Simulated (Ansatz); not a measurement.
Molecule: H₃O (charge +1, singlet). 
Geometry from a B3LYP-D3(BJ)/def2-TZVP (Ansatz, a first-principles code) optimisation:
```xyz
4

O      0.0646     0.0016     0.0270
H      0.0018     0.8028    -0.5358
H      0.0191    -0.8364    -0.4814
H     -0.5378     0.0209     0.8012
```
Charge +1, spin multiplicity 1.

Question: Give the harmonic wavenumbers at B3LYP-D3(BJ)/def2-TZVP (Ansatz, finite differences of forces, unscaled).

Answer: 776, 1666, 1666, 3557, 3648, 3648 cm⁻¹. Zero-point energy 21.4 kcal/mol.

Question: From these and the geometry, give the ideal-gas thermochemistry at 298.15 K and 1 atm (rigid rotor, harmonic oscillator).

Answer: Point group C3v, rotational symmetry number 3. Rotational constants 331.7, 331.7, 186.4 GHz. S(trans) 34.77, S(rot) 11.24, S(vib) 0.24, S(elec, spin only) 0.00, S 46.3 cal/(mol K). H(298) - H(0) 2.43 kcal/mol; G - E(el) 10.0 kcal/mol.
